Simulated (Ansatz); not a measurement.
MgAl2⁻, relaxed as a quartet with UKS PBE0-D4/def2-TZVPD in Ansatz, starting from the PBE0-D4/def2-TZVPD geometry of the charge -1 doublet. Force threshold 0.02 eV/Å.

The relaxation made no stability test and no search for a lower SCF solution. The structure comes from a short search, and lower isomers may exist.

Start:

```tsv
atom	x (Å)	y (Å)	z (Å)
Al1	-0.668	-0.810	1.061
Al2	-0.753	0.112	-1.284
Mg3	1.421	0.699	0.224
```

Q: Estimate the energy that the relaxation releases and the steps that it takes.

A: 16.8 kJ/mol, in 5 steps; 11 s on 4 threads of Arm Neoverse N1 on a shared host. No frequencies were taken in this run, so the end may be a saddle point.

Q: Does the start keep its bonding and symmetry?

A: By distances, no bond broke or formed. The bond that changes most is Al1–Mg3, from 2.71 to 3.10 Å (atoms count from 1). Point group C2v at the start, C2v at the end, both within 0.05 Å.

Q: Predict the relaxed structure.

A: 
Cartesian coordinates in Å:
```
Al -0.795 -0.876 1.049
Al -0.880 0.052 -1.312
Mg 1.675 0.824 0.264
```
Bond lengths (bridged metal pairs left out): 2 × Al–Mg 3.10 Å; 1 × Al–Al 2.54 Å.
